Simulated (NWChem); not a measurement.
# ethylamine (C2H7N); SMILES CCN

```xyz
10

C      0.2571    -1.2343    -0.0367
C     -0.5506     0.0489     0.0217
N      0.3151     1.2090    -0.0768
H     -0.3946    -2.1209    -0.0138
H      0.8637    -1.2647    -0.9543
H      0.9463    -1.3085     0.8212
H     -1.1887     0.0307     0.9329
H     -1.2496     0.0726    -0.8321
H     -0.2323     2.0670    -0.0657
H      0.9301     1.2564     0.7345
```
Atoms are numbered in this order, from 1.

Structure relaxed at the PBE0/def2-SVP level.

 Unshifted, non-relativistic core excitations; the lowest 4 roots alone, so stronger bands may lie above.

Task: List the first N K-edge excitations from PBE/6-311G** (spherical d), restricted-window TDA (NWChem).

Result: 
| state | energy (eV) | dipole oscillator strength | leading excitation (squared amplitude) |
|---|---|---|---|
| S1 | 380.3 | 0.0025 | 1s of atom 3 or its equivalents → LUMO (0.96) |
| S2 | 381.3 | 0.0044 | 1s of atom 3 or its equivalents → LUMO+1 (0.86) |
| S3 | 381.3 | 0.0048 | 1s of atom 3 or its equivalents → LUMO+2 (0.92) |
| S4 | 381.8 | 0.0011 | 1s of atom 3 or its equivalents → LUMO+3 (0.96) |
